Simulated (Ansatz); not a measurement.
Worked example: correlation energy of SiAs⁺, triplet

Geometry: a PBE0/def2-TZVP stationary point for this spin.

```xyz
2

Si    0.0000    0.0000    0.0000
As    0.0000    0.0000    2.3242
```

Basis cc-pVTZ; Ansatz 0.2.0. Only valence electrons are correlated (noble-gas cores and the filled d shells of p-block atoms frozen), which leaves 8 electrons in 58 orbitals. R marks a restricted (for open shells ROHF) determinant, U an unrestricted one. No spin–orbit coupling is included, and no scalar relativity.

Full CI isn't at hand for all of this; UCCSDT(Q) serves as the reference, and is uncertain by about the last step of the cluster series.

Runs differ by some tens of microhartree through their thresholds and, for an open shell, their frozen cores, so steps under 0.03 kcal/mol mean nothing.

```json
{"level": "UHF", "total energy (hartree)": "-2522.865235"}
{"level": "UMP2", "total energy (hartree)": "-2523.015620"}
{"level": "UCCSD", "total energy (hartree)": "-2523.047573"}
{"level": "UCCSD(T)", "total energy (hartree)": "-2523.056770"}
{"level": "UCCSDT", "total energy (hartree)": "-2523.058473"}
{"level": "UCCSDT(Q)", "total energy (hartree)": "-2523.059086"}
```

What is the correlation energy at UCCSDT(Q), and what share of it do UMP2 and UCCSD recover?

E(corr) = -2523.059086 − (-2522.865235) = -0.193851 hartree = -5.275 eV. UMP2: -0.150385 / -0.193851 = 77.58 %. UCCSD: -0.182338 / -0.193851 = 94.06 %.

By how many kcal/mol does UCCSD(T) miss UCCSDT(Q) (1 hartree = 627.509 kcal/mol), and which steps make up the rest?

-2523.056770 − (-2523.059086) = 0.002316 hartree = 1.45 kcal/mol. Steps: UCCSDT − UCCSD(T) = -1.07, UCCSDT(Q) − UCCSDT = -0.38 kcal/mol. Differences between like states or geometries often cancel part of this.
